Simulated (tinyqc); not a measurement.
Worked calculation (part 2 of 2): LCCD on RHF in the sto-6g basis, frozen core, for CH3-, spin multiplicity 1. The basis has no diffuse functions, so it cannot describe the extra electron: this is an exercise in the method, not the real anion. Computed by tinyqc, a small Python program that keeps every step (integrals from PySCF). Command: `OMP_NUM_THREADS=1 python tinyqc.py 21284 21285 out.jsonl` (the two numbers bound the seeds that draw the settings). One thread of a shared host (Intel(R) Xeon(R) Processor @ 2.60GHz), about 0.3 s of CPU time with the checks.

Geometry (angstrom):
```
atom          x          y         z
C      0.000000   0.000000  0.042000
H      1.190000   0.000000  0.000000
H     -0.595000   1.030000  0.000000
H     -0.595000  -1.030000  0.000000
```

## Iteration 1: diagonalisation and new density

Fock matrix F (hartree), lower triangle:
```
            1C 1s      1C 2s     1C 2px     1C 2py    1C 2pz      2H 1s      3H 1s     4H 1s
1C 1s   -9.919769
1C 2s   -2.609647  -0.649864
1C 2px   0.000016   0.000115   0.455921
1C 2py   0.000000   0.000000   0.000000   0.455913
1C 2pz   0.002328   0.010385  -0.000005   0.000000  0.518955
2H 1s   -0.553995  -0.359327  -0.166869   0.000000  0.007418   0.077001
3H 1s   -0.554618  -0.359545   0.083469  -0.144493  0.007423  -0.114727   0.076800
4H 1s   -0.554618  -0.359545   0.083469   0.144493  0.007423  -0.114727  -0.114869  0.076800
```

X, lower triangle:
```
            1C 1s      1C 2s     1C 2px     1C 2py    1C 2pz      2H 1s      3H 1s     4H 1s
1C 1s    1.026363
1C 2s   -0.154368   1.321513
1C 2px   0.000012  -0.000190   1.150275
1C 2py   0.000000   0.000000   0.000000   1.150316
1C 2pz   0.000955  -0.010205   0.000007   0.000000  1.000349
2H 1s    0.021580  -0.282908  -0.295993   0.000000  0.009710   1.199863
3H 1s    0.021588  -0.283210   0.148170  -0.256500  0.009723  -0.024980   1.200158
4H 1s    0.021588  -0.283210   0.148170   0.256500  0.009723  -0.024980  -0.024980  1.200158
```

Diagonalise F' = X^T F X, C = X C', fill 5 alpha and 5 beta electrons from the bottom; D = 2 C_occ C_occ^T. Each column has its largest component positive (the first on a tie).

F' = X^T F X (hartree), lower triangle:
```
           1          2          3          4         5          6          7         8
1  -9.704958
2  -1.483820   0.318194
3   0.000023  -0.000177   0.798978
4   0.000000   0.000000   0.000000   0.799032
5   0.003871  -0.008173   0.000008   0.000000  0.519657
6  -0.069625  -0.386613  -0.481768   0.000000  0.014403   0.467203
7  -0.069814  -0.386930   0.241074  -0.417399  0.014419  -0.061795   0.467477
8  -0.069814  -0.386930   0.241074   0.417399  0.014419  -0.061795  -0.061829  0.467477
```

orbital energies (hartree): MO1 -9.924556, MO2 -0.211645, MO3 0.058599, MO4 0.058669, MO5 0.518985, MO6 1.093880, MO7 1.269459, MO8 1.269670

coefficients C:
```
              MO1        MO2        MO3        MO4        MO5        MO6        MO7        MO8
1C 1s    0.993785  -0.184855  -0.000033   0.000000  -0.011552  -0.238191   0.000513   0.000000
1C 2s    0.028163   0.499872   0.000193   0.000000   0.051565   1.325688  -0.003140   0.000000
1C 2px  -0.000006  -0.000102   0.433429   0.000000  -0.000006   0.002144   1.125516   0.000000
1C 2py   0.000000   0.000000   0.000000   0.433484   0.000000   0.000000   0.000000   1.125568
1C 2pz  -0.000481  -0.011973   0.000000   0.000000   0.998758  -0.058533   0.000138   0.000000
2H 1s   -0.005610   0.316190   0.597622   0.000000  -0.010420  -0.650755  -0.853451   0.000000
3H 1s   -0.005616   0.316395  -0.298631   0.517458  -0.010416  -0.648372   0.429019  -0.740616
4H 1s   -0.005616   0.316395  -0.298631  -0.517458  -0.010416  -0.648372   0.429019   0.740616
```

D after iteration 1, lower triangle:
```
            1C 1s     1C 2s     1C 2px     1C 2py     1C 2pz      2H 1s      3H 1s     4H 1s
1C 1s    2.043826
1C 2s   -0.130024  0.506648
1C 2px  -0.000002  0.000065   0.375721
1C 2py   0.000000  0.000000   0.000000   0.375817
1C 2pz  -0.019605  0.091004  -0.000009   0.000000   1.995321
2H 1s   -0.127848  0.314950   0.517989   0.000000  -0.028379   0.914537
3H 1s   -0.127876  0.314808  -0.258935   0.448619  -0.028378  -0.156575   0.914377
4H 1s   -0.127876  0.314808  -0.258935  -0.448619  -0.028378  -0.156575  -0.156673  0.914377
```

## Iteration 8 (converged): orbitals

converged F (hartree), lower triangle:
```
             1C 1s      1C 2s     1C 2px     1C 2py    1C 2pz      2H 1s      3H 1s      4H 1s
1C 1s   -10.550044
1C 2s    -2.725331  -0.891946
1C 2px    0.000003   0.000150   0.312665
1C 2py    0.000000   0.000000   0.000000   0.312559
1C 2pz    0.003438   0.005043  -0.000012   0.000000  0.215861
2H 1s    -0.579791  -0.436131  -0.225741   0.000000  0.011775  -0.047185
3H 1s    -0.580440  -0.436422   0.112932  -0.195523  0.011780  -0.116212  -0.047466
4H 1s    -0.580440  -0.436422   0.112932   0.195523  0.011780  -0.116212  -0.116364  -0.047466
```

As before.

F' = X^T F X (hartree), lower triangle:
```
            1          2          3          4         5          6          7         8
1  -10.340082
2   -1.485832   0.062954
3   -0.000002  -0.000118   0.653465
4    0.000000   0.000000   0.000000   0.653414
5    0.005600  -0.015427   0.000000   0.000000  0.216701
6   -0.078746  -0.391257  -0.479191   0.000000  0.017425   0.349113
7   -0.078949  -0.391559   0.239769  -0.415152  0.017437  -0.040993   0.349303
8   -0.078949  -0.391559   0.239769   0.415152  0.017437  -0.040993  -0.041009  0.349303
```

orbital energies (hartree): MO1 -10.553017, MO2 -0.380982, MO3 -0.079808, MO4 -0.079796, MO5 0.215363, MO6 0.925452, MO7 1.123425, MO8 1.123534

coefficients C:
```
              MO1        MO2        MO3        MO4        MO5        MO6        MO7        MO8
1C 1s    0.995230  -0.198171   0.000000  -0.000051  -0.012145  -0.220786   0.000351   0.000000
1C 2s    0.021655   0.593507   0.000000   0.000257   0.058951   1.286305  -0.002329   0.000000
1C 2px  -0.000003  -0.000144   0.000000   0.435775  -0.000001   0.001503   1.124611   0.000000
1C 2py   0.000000   0.000000   0.435841   0.000000   0.000000   0.000000   0.000000   1.124657
1C 2pz  -0.000499  -0.011966   0.000000   0.000008   0.998346  -0.065176   0.000106   0.000000
2H 1s   -0.004121   0.268958   0.000000   0.595846  -0.016682  -0.671103  -0.855034   0.000000
3H 1s   -0.004124   0.269209   0.515905  -0.297730  -0.016662  -0.669445   0.429303  -0.741698
4H 1s   -0.004124   0.269209  -0.515905  -0.297730  -0.016662  -0.669445   0.429303   0.741698
```

D after iteration 8, lower triangle:
```
            1C 1s     1C 2s     1C 2px     1C 2py     1C 2pz      2H 1s      3H 1s     4H 1s
1C 1s    2.059803
1C 2s   -0.193562  0.712390
1C 2px   0.000006  0.000053   0.379800
1C 2py   0.000000  0.000000   0.000000   0.379916
1C 2pz  -0.020501  0.103482   0.000008   0.000000   1.993678
2H 1s   -0.114457  0.317418   0.519232   0.000000  -0.039731   0.855332
3H 1s   -0.114473  0.317258  -0.259564   0.449705  -0.039711  -0.209401   0.855137
4H 1s   -0.114473  0.317258  -0.259564  -0.449705  -0.039711  -0.209401  -0.209493  0.855137
```

## Convergence

Stop when the energy changes by less than 1e-10 hartree and every element of the error matrix X^T (F D S - S D F) X is below 3e-06.

Course of the cycle:
```
iteration   E (hartree)     change  largest element of the error matrix
1          -38.70148305          -                             5.65e-01
2          -39.13937831  -4.38e-01                             8.46e-02
3          -39.15044622  -1.11e-02                             1.43e-02
4          -39.15109851  -6.52e-04                             2.55e-03
5          -39.15111766  -1.92e-05                             2.27e-04
6          -39.15111778  -1.25e-07                             2.23e-05
7          -39.15111779  -7.38e-10                             9.10e-07
8          -39.15111779  -1.25e-12                             6.04e-08
```

PySCF RHF in the same basis = -39.15111779 hartree

Converged in 8 iterations.

## Populations, bond orders and dipole

overlap S, lower triangle:
```
           1C 1s     1C 2s     1C 2px     1C 2py     1C 2pz     2H 1s     3H 1s     4H 1s
1C 1s   1.000000
1C 2s   0.243228  1.000000
1C 2px  0.000000  0.000000   1.000000
1C 2py  0.000000  0.000000   0.000000   1.000000
1C 2pz  0.000000  0.000000   0.000000   0.000000   1.000000
2H 1s   0.051300  0.435073   0.430836   0.000000  -0.015206  1.000000
3H 1s   0.051358  0.435341  -0.215600   0.373223  -0.015219  0.108720  1.000000
4H 1s   0.051358  0.435341  -0.215600  -0.373223  -0.015219  0.108720  0.108870  1.000000
```

Mulliken: Z minus the diagonal of D S on the atom; Loewdin: the same with S^(1/2) D S^(1/2); Mayer order: 2 sum_s sum (D(s) S)_ij (D(s) S)_ji over the two atoms.

Charges (e):
```
atom   Mulliken    Loewdin
1C    -0.501250  -0.561533
2H    -0.166336  -0.146241
3H    -0.166207  -0.146113
4H    -0.166207  -0.146113
```

Mayer bond orders:
```
pair     order
2-1   0.944362
3-1   0.944420
3-2   0.013985
4-1   0.944420
4-2   0.013985
4-3   0.013971
```

dipole moment about the origin, x y z (debye): -0.000488  0.000000  -0.337133

## Integrals over molecular orbitals

core Hamiltonian H = T + V (hartree), lower triangle:
```
             1C 1s      1C 2s     1C 2px     1C 2py     1C 2pz      2H 1s      3H 1s      4H 1s
1C 1s   -19.272919
1C 2s    -4.435581  -5.977511
1C 2px    0.000019   0.000162  -5.043726
1C 2py    0.000000   0.000000   0.000000  -5.043730
1C 2pz    0.001586   0.016039  -0.000006   0.000000  -4.883907
2H 1s    -0.942287  -2.254660  -1.934197   0.000000   0.071602  -3.612742
3H 1s    -0.943353  -2.256352   0.968082  -1.675769   0.071671  -0.539591  -3.613861
4H 1s    -0.943353  -2.256352   0.968082   1.675769   0.071671  -0.539591  -0.540338  -3.613861
```

Given earlier and not repeated: Two-electron integrals (ij|kl) in chemists' order.

(pq|rs) = sum C_ip C_jq C_kr C_ls (ij|kl), one index at a time.

one-electron integrals over orbitals h = C^T H C (hartree), lower triangle:
```
            1          2          3          4          5          6          7          8
1  -19.259290
2    0.355973  -4.701248
3    0.000000   0.000000  -4.101383
4    0.000105   0.000173   0.000000  -4.100888
5    0.019641  -0.023777   0.000000  -0.000035  -4.882094
6    0.390128  -1.021953   0.000000  -0.001947   0.038228  -3.807692
7   -0.000606   0.001927   0.000000  -0.981548  -0.000040  -0.000553  -4.169905
8    0.000000   0.000000  -0.981345   0.000000   0.000000   0.000000   0.000000  -4.169759
```

Two-electron integrals over orbitals (pq|rs), unique and non-zero (hartree); the lowest 1 orbital is frozen and left out:
```
(22|22) 0.478998    (32|32) 0.120417    (33|22) 0.454763    (33|33) 0.506985
(42|22) -0.000106   (42|33) -0.069820   (42|42) 0.120331    (43|32) -0.069787
(43|43) 0.055951    (44|22) 0.454623    (44|33) 0.394891    (44|42) 0.069854
(44|44) 0.507015    (52|22) -0.001939   (52|33) -0.001117   (52|42) 2.36e-07
(52|44) -0.001118   (52|52) 0.081839    (53|32) -0.001288   (53|43) 0.001486
(53|53) 0.016487    (54|22) 2.49e-06    (54|33) 0.001489    (54|42) -0.001290
(54|44) -0.001489   (54|52) 0.000016    (54|54) 0.016482    (55|22) 0.518332
(55|33) 0.454636    (55|42) -0.000012   (55|44) 0.454573    (55|52) 0.012131
(55|54) 0.000008    (55|55) 0.673634    (62|22) 0.070558    (62|33) 0.031071
(62|42) 0.000047    (62|44) 0.031032    (62|52) -0.001423   (62|54) 4.76e-06
(62|55) 0.142496    (62|62) 0.083415    (63|32) -0.048034   (63|43) 0.048009
(63|53) 0.001847    (63|63) 0.067820    (64|22) 0.000175    (64|33) 0.048179
(64|42) -0.048155   (64|44) -0.048074   (64|52) 0.000007    (64|54) 0.001853
(64|55) 0.000255    (64|62) 0.000196    (64|64) 0.068028    (65|22) -0.005671
(65|33) -0.002079   (65|42) 0.000009    (65|44) -0.002068   (65|52) 0.072063
(65|54) 0.000049    (65|55) 0.000914    (65|62) -0.007277   (65|64) -0.000009
(65|65) 0.069581    (66|22) 0.461842    (66|33) 0.447517    (66|42) 0.000300
(66|44) 0.447843    (66|52) -0.007378   (66|54) -0.000005   (66|55) 0.496246
(66|62) 0.050815    (66|64) -0.000036   (66|65) -0.009732   (66|66) 0.468425
(72|22) -0.000146   (72|33) 0.016971    (72|42) 0.012949    (72|44) -0.017098
(72|52) -4.49e-07   (72|54) 0.002246    (72|55) -0.000259   (72|62) -0.000080
(72|64) 0.044240    (72|65) 0.000013    (72|66) -0.000057   (72|72) 0.054422
(73|32) 0.044795    (73|43) -0.024547   (73|53) -0.001135   (73|63) -0.032725
(73|73) 0.032301    (74|22) 0.069993    (74|33) 0.059328    (74|42) -0.044632
(74|44) 0.010413    (74|52) 0.004064    (74|54) 0.001134    (74|55) 0.124670
(74|62) 0.078110    (74|64) 0.032795    (74|65) -0.001786   (74|66) 0.044737
(74|72) 0.005760    (74|74) 0.110096    (75|22) 3.55e-06    (75|33) -0.002617
(75|42) 0.005255    (75|44) 0.002626    (75|52) -0.000120   (75|54) 0.018054
(75|55) -4.57e-06   (75|62) 0.000014    (75|64) -0.001826   (75|65) -0.000070
(75|66) 0.000028    (75|72) 0.001957    (75|74) -0.001857   (75|75) 0.025663
(76|22) -0.000040   (76|33) -0.060734   (76|42) 0.106933    (76|44) 0.060843
(76|52) 0.000015    (76|54) -0.001474   (76|55) 0.000047    (76|62) 0.000087
(76|64) -0.043904   (76|65) 0.000019    (76|66) 0.000337    (76|72) 0.012928
(76|74) -0.044802   (76|75) 0.004599    (76|76) 0.108383    (77|22) 0.498615
(77|33) 0.439060    (77|42) 0.024856    (77|44) 0.504513    (77|52) 0.002785
(77|54) -0.001239   (77|55) 0.543700    (77|62) 0.085349    (77|64) -0.033811
(77|65) -0.002086   (77|66) 0.490865    (77|72) -0.025414   (77|74) 0.081445
(77|75) 0.000505    (77|76) 0.021817    (77|77) 0.578183    (82|32) 0.012897
(82|43) 0.017064    (82|53) 0.002247    (82|63) 0.044249    (82|73) -0.006036
(82|82) 0.054423    (83|22) 0.069905    (83|33) 0.010376    (83|42) 0.044729
(83|44) 0.059384    (83|52) 0.004065    (83|54) -0.001130   (83|55) 0.124647
(83|62) 0.078117    (83|64) -0.032575   (83|65) -0.001778   (83|66) 0.044984
(83|72) -0.006086   (83|74) 0.048597    (83|75) 0.001865    (83|76) 0.045003
(83|77) 0.092193    (83|83) 0.110194    (84|32) 0.044734    (84|43) -0.024476
(84|53) -0.001131   (84|63) -0.032614   (84|73) 0.029472    (84|82) -0.005953
(84|84) 0.032198    (85|32) 0.005256    (85|43) -0.002616   (85|53) 0.018054
(85|63) -0.001819   (85|73) 0.001864    (85|82) 0.001956    (85|84) 0.001863
(85|85) 0.025659    (86|32) 0.106896    (86|43) -0.060612   (86|53) -0.001467
(86|63) -0.043657   (86|73) 0.044982    (86|82) 0.012961    (86|84) 0.044926
(86|85) 0.004597    (86|86) 0.108252    (87|32) -0.025379   (87|43) 0.033007
(87|53) 0.001248    (87|63) 0.034171    (87|73) -0.005662   (87|82) 0.025209
(87|84) -0.005605   (87|85) -0.000523   (87|86) -0.022145   (87|87) 0.034215
(88|22) 0.498646    (88|33) 0.504730    (88|42) -0.025217   (88|44) 0.438806
(88|52) 0.002785    (88|54) 0.001250    (88|55) 0.543698    (88|62) 0.085398
(88|64) 0.034298    (88|65) -0.002089   (88|66) 0.490734    (88|72) 0.025062
(88|74) 0.092309    (88|75) -0.000515   (88|76) -0.022026   (88|77) 0.510088
(88|83) 0.081239    (88|88) 0.578317
```

## LCCD: starting amplitudes

t_ij^ab = <ij||ab> / (e_i + e_j - e_a - e_b), whose energy is MP2.

Starting amplitudes (spin orbitals 1a, 1b, ...; amplitudes related by a flip of all spins are not repeated; the 24 largest):
```
from      to          t
5a 5b  6a 6b  -0.048994
3a 3b  8a 8b  -0.045787
4a 4b  7a 7b  -0.045750
4a 4b  6a 6b  -0.033836
3a 3b  6a 6b  -0.033733
2a 2b  6a 6b  -0.031925
2a 3b  6a 8b  -0.031125
2a 4b  6a 7b  -0.031124
3a 4b  7b 8a   0.020193
2a 2b  7a 7b  -0.018087
2a 2b  8a 8b  -0.018087
2a 3b  6b 8a   0.017631
2a 4b  6b 7a   0.017628
4a 4b  6a 7b  -0.014850
3a 3b  6a 7b   0.014818
3a 4b  6a 8b   0.014767
3a 4b  6b 8a  -0.014749
5a 5b  7a 7b  -0.014131
5a 5b  8a 8b  -0.014126
2a 4a  6a 7a  -0.013496
2a 3a  6a 8a  -0.013494
3a 3b  7a 7b  -0.013423
4a 4b  8a 8b  -0.013379
3a 4b  7a 8b  -0.012247
```

correlation energy = -0.04602238 hartree

## LCCD: amplitude update 1

t_ij^ab D_ij^ab are set to the remaining terms of the spin-orbital equations, evaluated with the old amplitudes; for the doubles these are <ij||ab> + 1/2 <ab||ef> t_ij^ef + 1/2 <mn||ij> t_mn^ab + P(ij)P(ab) <mb||ej> t_im^ae, D the orbital-energy denominators (linear CCD).

Amplitudes after update 1 (spin orbitals 1a, 1b, ...; amplitudes related by a flip of all spins are not repeated; the 24 largest):
```
from      to          t
5a 5b  6a 6b  -0.068597
3a 3b  8a 8b  -0.058295
4a 4b  7a 7b  -0.058244
4a 4b  6a 6b  -0.046446
3a 3b  6a 6b  -0.046299
2a 4b  6a 7b  -0.040245
2a 3b  6a 8b  -0.040241
2a 2b  6a 6b  -0.037394
2a 4b  6b 7a   0.026164
2a 3b  6b 8a   0.026162
3a 4b  7b 8a   0.025055
2a 2b  8a 8b  -0.022437
2a 2b  7a 7b  -0.022437
4a 4b  6a 7b  -0.020853
3a 3b  6a 7b   0.020820
3a 4b  6a 8b   0.020740
3a 4b  6b 8a  -0.020725
3a 4b  7a 8b  -0.018419
5a 5b  7a 7b  -0.016366
5a 5b  8a 8b  -0.016360
3a 3b  7a 7b  -0.014925
4a 4b  8a 8b  -0.014862
2a 4a  6a 7a  -0.014081
2a 3a  6a 8a  -0.014079
```

correlation energy = -0.05992605 hartree

## LCCD: convergence

E_corr = 1/4 sum <ij||ab> t_ij^ab; stop when the norm of the change is below 1e-8.

Course of the amplitude iterations:
```
update  correlation energy (hartree)  norm of the change
0                        -0.04602238                   -
1                        -0.05992605            9.34e-02
2                        -0.06471169            3.63e-02
3                        -0.06770069            1.53e-02
4                        -0.06768410            2.43e-03
5                        -0.06768665            5.47e-04
6                        -0.06768567            5.86e-05
7                        -0.06768555            7.26e-06
8                        -0.06768556            1.03e-06
9                        -0.06768556            3.44e-07
10                       -0.06768556            3.44e-08
11                       -0.06768556            6.77e-09
```

Converged amplitudes (spin orbitals 1a, 1b, ...; amplitudes related by a flip of all spins are not repeated; the 24 largest):
```
from      to          t
5a 5b  6a 6b  -0.086654
3a 3b  8a 8b  -0.065151
4a 4b  7a 7b  -0.065095
4a 4b  6a 6b  -0.055226
3a 3b  6a 6b  -0.055052
2a 4b  6a 7b  -0.044573
2a 3b  6a 8b  -0.044565
2a 2b  6a 6b  -0.038547
2a 4b  6b 7a   0.031788
2a 3b  6b 8a   0.031782
3a 4b  7b 8a   0.027295
2a 2b  8a 8b  -0.024966
2a 2b  7a 7b  -0.024966
4a 4b  6a 7b  -0.024376
3a 3b  6a 7b   0.024346
3a 4b  6a 8b   0.024243
3a 4b  6b 8a  -0.024233
3a 4b  7a 8b  -0.023438
3a 3b  7a 7b  -0.014536
4a 4b  8a 8b  -0.014462
5a 5b  7a 7b  -0.013177
5a 5b  8a 8b  -0.013171
2a 4a  6a 7a  -0.012785
2a 3a  6a 8a  -0.012783
```

LCCD total energy = -39.21880335 hartree

Converged in 11 updates, with DIIS from the third.
